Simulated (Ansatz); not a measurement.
A made-up structure of CH5AlN, doublet:

| atom | x (Å) | y (Å) | z (Å) |
| --- | --- | --- | --- |
| C1 | -0.8091 | 0.8409 | -0.4553 |
| Al2 | 0.6569 | -1.4596 | 1.2535 |
| N3 | 0.7682 | -0.2073 | 0.0018 |
| H4 | -0.6475 | 1.8999 | -0.2308 |
| H5 | -1.7011 | 0.5125 | 0.0820 |
| H6 | -1.0161 | 0.7750 | -1.5285 |
| H7 | 1.7053 | -0.0204 | -0.3552 |
| H8 | 0.4560 | -2.9425 | 1.5202 |

It is relaxed with PBE-D4/def2-SVP and then PBE0-D4/def2-TZVP (Ansatz 0.2.0). Atoms count as bonded within 1.22 times the sum of their covalent radii (H–H: 0.88 Å). The end point is not checked to be a true minimum.

(1) Does its bonding change? (Judge from chemistry; the calculation decides.)

Answers

(1) The calculation gives: Yes. Formed: C1–N3; broken: none.

Where it ends: The first stage lowers the energy by 2.66 eV in 10 steps. It ends as CH₅AlN ([CH3][NH][AlH]):
C1  (-0.590, 0.558, -0.352)
Al2  (1.004, -1.505, 0.919)
N3  (0.692, -0.045, -0.043)
H4  (-0.670, 1.582, 0.033)
H5  (-1.392, -0.025, 0.105)
H6  (-0.784, 0.590, -1.431)
H7  (1.459, 0.469, -0.449)
H8  (-0.305, -2.226, 1.505)
(Å)

Labels in which every atom is bracketed show which atoms are joined, not bond orders.

For scale, one of the runs: PBE0-D4/def2-TZVP relaxation, 129 basis functions, launched by `ansatz run in.yaml --threads 2 --pin off --events-out ev --progress --plain --max-ram 4352MiB`. The run took about 57 s on 2 CPU threads of an AMD EPYC 7571 (shared host).
